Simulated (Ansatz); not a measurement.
A Ga4Si cell: elements on a bcc lattice, relaxed.

```
Si Ga
1.0
    -4.36779    4.88386   -1.73430
    -5.45615   -2.57689    5.44455
     1.84038    5.03034    4.41731
Si Ga
4 16
Direct
  0.67814 0.02149 0.12101
  0.95456 0.60697 0.12754
  0.60553 0.72300 0.13402
  0.06351 0.53792 0.45258
  0.15486 0.87593 0.01968
  0.36216 0.48016 0.11087
  0.30505 0.13494 0.19287
  0.82362 0.30145 0.21490
  0.28713 0.79753 0.40764
  0.43002 0.37451 0.47854
  0.48815 0.05228 0.52052
  0.01866 0.22411 0.51910
  0.89800 0.92804 0.38031
  0.67072 0.62485 0.48548
  0.60683 0.21455 0.82260
  0.22486 0.58545 0.77578
  0.16139 0.23651 0.86553
  0.92206 0.95474 0.76189
  0.80067 0.50543 0.81934
  0.52494 0.81364 0.79196
```

The calculation used DFT PBE, scalar-relativistic, plane waves, PAW (Ansatz).

Cutoff 420 eV; k points 5×4×5 on the computed 20-atom cell (Γ-centred); Gaussian smearing, width 0.10 eV; no spin polarisation.

Question: Describe its local order.

Answer: Counting as bonded all pairs within 1.2 times the summed covalent radii:

```
atom → neighbour mean count mean length (Å) spread (Å)
         Ga → Ga        3.75             2.78        0.08
         Ga → Si        1.06             2.67        0.05
         Si → Ga        4.25             2.67        0.05
         Si → Si        1.50             2.52        0.03
```

Angles between all pairs of such bonds at an atom (mean ± spread): 104 ± 30° at Ga, 103 ± 29° at Si.

Question: Does it have a gap?

Answer: It has no gap on the mesh. Levels at Γ next to the Fermi level (eV from it): -2.10, -1.96, -1.61, -1.14, -0.91, -0.70, 0.41, 0.47, 0.73, 0.83, 0.96, 1.21. It lies 0.13 eV/atom above the elements' standard states (static lattices, no corrections for gases).

The final mesh leaves forces up to 0.18 eV/Å and stresses up to 1.0 GPa: the relaxation ran on a coarser mesh, so the cell's shape, its bonds and its energy belong partly to that mesh.

The relaxation stopped before its thresholds.

Cost: 2 runs of about 39 core-minutes in all (earlier runs that led there not counted), on Intel Xeon Processor @ 2.50GHz (Skylake/Cascade Lake) (shared hosts).